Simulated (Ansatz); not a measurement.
```yaml
crystal:
  periodic: [false, false, false]
  atoms:
    - {symbol: Cr, position_ang: [0.000000, 0.000000, 0.000000]}
    - {symbol: F, position_ang: [-0.012491, 1.599357, 1.119364]}
    - {symbol: F, position_ang: [-0.016874, -1.599976, 1.118421]}
    - {symbol: F, position_ang: [0.016874, 1.599976, -1.118421]}
    - {symbol: F, position_ang: [0.012491, -1.599357, -1.119364]}
basis:
  gaussian: {orbitals: def2-TZVP}
magnetization: {spin_polarized: true, initial_magnetization: 6}
hamiltonian: {xc: pbe0}
relax: {f_tol: 0.004, max_steps: 80}
```

```sh
$ ansatz run in.yaml --threads 1 --pin off --events-out ev --progress --plain --max-ram 2176MiB
```

Steps of the relaxation (energy above the last step; positions in Å, forces in eV/Å):

```
5
step 1, 271.7 meV
Cr    0.000    0.000    0.000    0.000    0.000    0.000
F    -0.012    1.599    1.119    0.011   -0.077   -0.815
F    -0.017   -1.600    1.118    0.011    0.077   -0.815
F     0.017    1.600   -1.118   -0.011   -0.077    0.815
F     0.012   -1.599   -1.119   -0.011    0.077    0.815
```

```
5
step 2, 60.2 meV
Cr    0.000    0.000    0.000    0.000    0.000    0.000
F    -0.011    1.643    1.038    0.007   -0.065   -0.513
F    -0.016   -1.644    1.037    0.007    0.065   -0.513
F     0.016    1.644   -1.037   -0.007   -0.065    0.513
F     0.011   -1.643   -1.038   -0.007    0.065    0.513
```

```
5
step 3, 26.2 meV
Cr    0.000    0.000    0.000    0.000    0.000    0.000
F    -0.011    1.626    0.997    0.000    0.346    0.024
F    -0.015   -1.626    0.996   -0.001   -0.346    0.024
F     0.015    1.626   -0.996    0.001    0.346   -0.024
F     0.011   -1.626   -0.997    0.000   -0.346   -0.024
```

```
5
step 4, 2.0 meV
Cr    0.000    0.000    0.000    0.000    0.000    0.000
F    -0.010    1.672    0.974   -0.001   -0.028    0.093
F    -0.015   -1.672    0.973   -0.001    0.028    0.093
F     0.015    1.672   -0.973    0.001   -0.028   -0.093
F     0.010   -1.672   -0.974    0.001    0.028   -0.093
```

```
5
step 6, 0.0 meV
Cr    0.000    0.000    0.000    0.000    0.000    0.000
F    -0.011    1.665    0.983    0.000    0.000    0.000
F    -0.015   -1.665    0.982    0.000    0.000    0.000
F     0.015    1.665   -0.982    0.000    0.000    0.000
F     0.011   -1.665   -0.983    0.000    0.000    0.000
```

Close pairs at the end: Cr1–F3 1.933 Å, Cr1–F4 1.933 Å, Cr1–F2 1.933 Å, Cr1–F5 1.933 Å.

A stationary point of unrestricted PBE0 after 6 steps, with ⟨S²⟩ = 12.016 against 12.00 for a pure state; no frequencies were run, so it isn't proven a minimum. 2 min on 1 thread of Arm Neoverse V1, shared host.
